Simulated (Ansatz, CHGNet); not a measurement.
For rock-salt CdO, the machine-learned potential CHGNet 0.3.0 (trained on PBE and PBE+U data) gives:

```
Quantity                          Result
------------------------------  --------
lattice constant a               4.779 Å
elastic constant C11             151 GPa
elastic constant C44            35.3 GPa
Voigt–Reuss–Hill shear modulus  34.8 GPa
```

### Question
What does LC-ωPBE (plane waves, PAW; Ansatz, a first-principles code) give for the same quantities?

### Answer

- lattice constant a: 4.671 Å (decreases by 2.3 %)
- elastic constant C11: 237 GPa (goes up by 57 %)
- elastic constant C44: 60.4 GPa (grows by 71 %)
- Voigt–Reuss–Hill shear modulus: 58.4 GPa (rises by 68 %)

For comparison: lattice constant a 4.696 Å (measured, temperature not stated, no zero-point or thermal correction; as tabulated in Gopal et al. (2015), doi:10.1103/physrevb.91.245202).

Changes are worked out from the printed values.

Unless a cell is named, each level is at its own relaxed cell (CHGNet 0.3.0 13.65, LC-ωPBE 12.74 Å³/atom).

Ansatz's density-functional and Hartree–Fock values are scalar-relativistic unless marked +SOC, with PAW data made under PBE.
